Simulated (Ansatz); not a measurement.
One stationary structure of Ta. Calculation: PBE (plane waves to 420 eV, PAW, scalar-relativistic; Ansatz, a quantum-chemistry and plane-wave program).

```xyz
1
Lattice="-1.6599 1.6599 1.6599 1.6599 -1.6599 1.6599 1.6599 1.6599 -1.6599" Properties=species:S:1:pos:R:3 pbc="T T T"
Ta     0.0000     0.0000     0.0000
```

Problem. Find the space group and the Wyckoff positions (tolerance 0.01 Å).

Solution. Space group Im-3m (No. 229); a = b = c = 3.320 Å, α = β = γ = 90.00°

| atom | site | symmetry | x | y | z |
|---|---|---|---|---|---|
| Ta | 2a | m-3m | 0.0000 | 0.0000 | 0.0000 |

This is the bcc (W type).

Problem. Give the shortest distances between elements (the closest pairs, up to four, under 3.6 Å).

Solution. Ta–Ta 2.87 Å.

```yaml
volume_per_atom: 18.29 Å³
density: 16.43 g/cm³
band_gap: zero (metallic)
```

No spin polarisation in the result.

Measured for Ta: a 3.299 Å (static lattice; corrected from measurement; as listed in Daniel Mejia-Rodriguez, S. B. Trickey, Phys. Rev. B (2018)). Computed minus measured — a: PBE +0.6 %. The computed values are for a static lattice.

The run could not lose the symmetry of its start.
